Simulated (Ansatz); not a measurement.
Process, species as SMILES: ClCl (Cl2) → Cl2+ (doublet, bonded as ClCl) + e-
B3LYP-D3(BJ)/def2-TZVP geometries, fixed; electronic energies without zero-point terms.

Basis-set convergence of the adiabatic ionisation energy at MP2 with Ansatz (a program for electronic structure). All functions are spherical. Cores are frozen. Open shells are unrestricted. No added dispersion term, no relativity. Functions are those of the species that has most. Reference: Hartree-Fock in aug-cc-pV(Q+d)Z plus the correlation part extrapolated as X^-3 from aug-cc-pV(T+d)Z and aug-cc-pV(Q+d)Z, 11.558 eV, itself unsure by roughly 0.028 eV (a third of the extrapolation step and of the last Hartree-Fock step).

| basis | functions | adiabatic ionisation energy (eV) |
|---|---|---|
| aug-pcseg-1 | 54 | 11.403 |
| def2-SVPD | 54 | ? |
| aug-cc-pV(D+d)Z | 64 | 11.390 |
| 6-311++G(2d,2p) | 70 | ? |
| 6-311++G(3df,3pd) | 94 | ? |
| def2-TZVPPD | 102 | 11.391 |
| aug-cc-pV(T+d)Z | 110 | 11.427 |
| def2-QZVPPD | 158 | ? |
| aug-cc-pV(Q+d)Z | 178 | 11.494 |

Question: Fill in the missing entries.

Answer: 
- def2-SVPD, adiabatic ionisation energy (eV): 11.540
- 6-311++G(2d,2p), adiabatic ionisation energy (eV): 11.368
- 6-311++G(3df,3pd), adiabatic ionisation energy (eV): 11.378
- def2-QZVPPD, adiabatic ionisation energy (eV): 11.471
